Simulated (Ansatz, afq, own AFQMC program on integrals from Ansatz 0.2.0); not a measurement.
Integrals from Ansatz 0.2.0, then the random walk in our own AFQMC program (afq).

```yaml
crystal:
  periodic: [false, false, false]
  atoms:
    - {symbol: Si, position_ang: [0.000000, 0.000000, 0.000000]}
    - {symbol: H, position_ang: [1.104902, 1.108640, 1.106168]}
    - {symbol: H, position_ang: [-1.109680, -1.103062, 1.106962]}
    - {symbol: H, position_ang: [-1.103457, 1.104495, -1.111744]}
    - {symbol: H, position_ang: [1.108235, -1.110074, -1.101387]}
basis:
  gaussian: {orbitals: 6-31G}
magnetization: {spin_polarized: false}
correlation: {method: ccsd_t, electrons: outside_noble_gas, hamiltonian_folder: ham}
```

```sh
$ ansatz run in.yaml --threads 1 --pin off --events-out ev --progress --plain --max-ram 16896MiB --backend cuda --devices 0, --max-vram 18GiB
```

afq runs on the folder ham with

```
--method phaseless --trial cisd --walkers 4000 --populations 20 --least-time 60 --time-step 0.005 --steps-per-block 50 --equilibration-blocks 40 --max-blocks 4000 --target-error 0.00034 --factor-cut 1e-05 --seed 7493 --release-times 0.24,0.51,0.99,1.62,2.4 --release-step 0.03 --release-every 3 --taylor-order 6
```

Times are imaginary, in 1/Eh. The walk had a cap of 122 s. With eight or more populations the least sampling time is a fifth of least-time, and the error comes from their spread.

```
orbitals 16  electrons 4 4  factors 96 of 268
reference energy -291.02688584 Eh
CCSD correlation -0.12104693 Eh in 11 cycles, weight of the determinant in the CISD state 0.8730
energy of the start -291.147940 Eh
 block  time / (1/Eh)  mean weight  energy / Eh
     1     0.250  1.0001  -291.146528
     2     0.500  0.9998  -291.146239
     3     0.750  0.9999  -291.146471
     4     1.000  0.9999  -291.146817
     5     1.250  0.9999  -291.147254
     7     1.750  0.9999  -291.148082
     9     2.250  1.0000  -291.149356
    11     2.750  1.0000  -291.149811
    15     3.750  1.0001  -291.150434
    19     4.750  1.0000  -291.151310
    23     5.750  1.0000  -291.150808
    27     6.750  1.0000  -291.150713
    31     7.750  1.0000  -291.151021
    35     8.750  1.0000  -291.151370
    39     9.750  1.0000  -291.150989
    43    10.750  0.9999  -291.150961
    47    11.750  1.0000  -291.151756
    51    12.750  1.0001  -291.151392
    55    13.750  1.0001  -291.151595
    59    14.750  1.0001  -291.151617
    63    15.750  0.9999  -291.151827
    67    16.750  1.0001  -291.151853
    71    17.750  1.0000  -291.151825
    75    18.750  1.0002  -291.151236
    79    19.750  1.0000  -291.151584
    83    20.750  0.9999  -291.151408
    85    21.250  1.0000  -291.152122
    87    21.750  1.0000  -291.151720
    89    22.250  1.0000  -291.151936
error from the spread of 20 populations
released: time / (1/Eh)  energy / Eh  error  mean overlap
  0.24  -291.151614  0.000121  1.0003
  0.51  -291.151602  0.000107  1.0002
  0.99  -291.151649  0.000094  1.0004
  1.62  -291.151629  0.000083  1.0029
  2.40  -291.151719  0.000056  1.0001
energy -291.151602 +/- 0.000130 Eh
(rows thinned)
```

Question: Estimate how long the walk took on 1 × NVIDIA H100 80GB HBM3 with 2 threads of AMD EPYC 7R13 Processor (Zen 3), with other jobs on the host (the card was shared).

Answer: 25 s of wall time.

The run passed its tests (sampling time, drift between the halves within three errors, error under three times the target), which doesn't prove that it has relaxed.

Against this walk (error 3.5 meV) on the same determinant: CCSD(T) 30.1 meV higher, CCSDT(Q) 4.1 meV lower (within the noise), CCSDTQ 5.4 meV lower (within the noise), full CI 5.6 meV lower (within the noise). The error is statistical and leaves out the bias of the constraint. Released to 2.40 1/Eh the energy moves by -3 ± 4 meV (both errors), within twice the noise.

Cautions: constraint bias not in the error.

CCSDT and higher add their correlation energy to the determinant of the CCSD(T) run, since their own runs factorise the integrals more tightly (a shift of under 2 meV). A walk keeps the symmetry of its determinant, which the program's search chose and which needn't be the lowest solution, so a lower state of the same spin and another symmetry isn't excluded.
